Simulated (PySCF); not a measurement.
Ionisation energy of S by level of theory

S [Ne] 3s2 3p4 (3P) → S⁺ [Ne] 3s2 3p3 (4S), as a difference of total energies. Computed with PySCF 2.14 in aug-cc-pVQZ-DK (7s6p4d3f2g, 84 functions), with the spin-free X2C one-electron Hamiltonian (Gaussian nucleus). Correlated levels: valence: [Ne] frozen. The calculations carry no spin-orbit coupling.

| method | ionisation energy (eV) | error (eV) |
| --- | --- | --- |
| UHF | 9.221 | -1.115 |
| MP2 (valence) | 10.085 | -0.251 |
| SCS-MP2 (valence) | 10.185 | -0.151 |
| CCSD (valence) | 10.194 | -0.142 |
| CCSD(T) (valence) | 10.240 | -0.096 |

Reference: 10.336 eV (measured; NIST levels, between the centres of gravity of the two terms).

Errors of the correlated levels include the incompleteness of this basis and the frozen core.
